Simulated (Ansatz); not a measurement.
Elements on the sites of an ideal fcc lattice, at a guessed lattice constant:

```
Co Cu Ru Os Pt
1.0
    -3.84906    3.84906   -3.84906
     3.84906    3.84906    3.84906
     3.84906   -3.84906   -3.84906
Co Cu Ru Os Pt
1 2 1 6 6
Direct
  0.50000 0.50000 0.00000
  0.75000 0.25000 0.00000
  0.25000 0.75000 0.00000
  0.75000 0.00000 0.25000
  0.00000 0.25000 0.75000
  0.50000 0.75000 0.75000
  0.00000 0.50000 0.50000
  0.50000 0.25000 0.25000
  0.25000 0.50000 0.25000
  0.00000 0.75000 0.25000
  0.25000 0.00000 0.75000
  0.50000 0.00000 0.50000
  0.75000 0.50000 0.75000
  0.25000 0.25000 0.50000
  0.75000 0.75000 0.50000
  0.00000 0.00000 0.00000
```

Cell and atoms were relaxed without symmetry on coarser meshes and computed once more. These are results of DFT PBE, scalar-relativistic, plane waves, PAW in Ansatz, not measurements.

Settings: cutoff 420 eV, Γ-centred mesh 6×6×6 on the computed 16-atom cell, Gaussian smearing of 0.10 eV; collinear spin from starting moments 1.47 0 0 0 0 0 0 0 0 0 0 0 0 0 0 0 μB.

The relaxation ran on 3×3×3 k points with a smearing of 0.1 eV, from sites shaken by 0.02 Å.

What does the relaxation give?

A volume of 14.30 Å³/atom and no gap on the mesh. It lies 0.23 eV/atom above the elements' standard states (static lattices, no corrections for gases). The atoms leave their sites by 0.06 Å (root mean square) and 0.10 Å at most, and the cell stretches by up to 0.8 % at fixed volume. One magnetic start was tried.

```
Co Cu Ru Os Pt
1.0
    -3.89535    3.84635   -3.85200
     3.89926    3.84906    3.85079
     3.85788   -3.84515   -3.81333
Co Cu Ru Os Pt
1 2 1 6 6
Direct
  0.49955 0.50461 0.00523
  0.74862 0.25127 0.00085
  0.25241 0.74876 0.99987
  0.74664 0.99865 0.24358
  0.01538 0.26650 0.76305
  0.49597 0.74565 0.75974
  0.99521 0.48816 0.48370
  0.50801 0.25697 0.25065
  0.24611 0.49764 0.24490
  0.99443 0.74153 0.24994
  0.25825 0.00313 0.75960
  0.50082 0.99513 0.49539
  0.75542 0.50118 0.75973
  0.24481 0.25555 0.50155
  0.74308 0.74461 0.48723
  0.99758 0.00276 0.00089
```

The final mesh leaves forces up to 0.09 eV/Å and stresses up to 0.5 GPa: the relaxation ran on a coarser mesh, so the cell's shape, its bonds and its energy belong partly to that mesh.

Spin-orbit coupling is left out, which matters for the bands of heavy elements.

Cost: 2 runs of about 58 core-minutes in all (earlier runs that led there not counted), on Intel Xeon 6975P-C (Granite Rapids) (shared hosts).